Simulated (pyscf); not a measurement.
Single points on ωB97X-D3(BJ)/def2-SVP structures (PySCF, gas phase).

For the elementary gas-phase step H₃C–AlH–CH₃ (SMILES [CH3][AlH][CH3]) + HO–SiH₃ (SMILES O[SiH3]) → CH₄ (SMILES C) + H₃C–AlH–O–SiH₃ (SMILES [CH3][AlH][O][SiH3]) (singlet surface; Al–C, H–O broken, C–H, Al–O formed), what barrier and reaction energy does ωB97M-D3(BJ)/def2-TZVP give, measured from the separated reactants?

ΔE‡ = -4.7 kcal/mol, ΔE = -41.9 kcal/mol. Zero-point energy shifts the barrier by -0.5 kcal/mol. It is a four-centre exchange, with an imaginary mode of 1244i cm⁻¹. On the reactant side the descent ends in an adduct with a Al–O contact, 21.5 kcal/mol under the separated species and 15.2 kcal/mol under the saddle at ωB97X-D3(BJ)/def2-TZVP. At ωB97M-D3(BJ) the saddle lies under the separated reactants, which points to a path from their complex (located at ωB97X-D3(BJ) alone). What is counted as formed (Al–O) is already present as a longer contact in the reactant adduct; forming that adduct is a step of its own. At the saddle there is also a short Al–H contact that neither side keeps. This is the saddle that the search found; another between the same sides may lie lower.
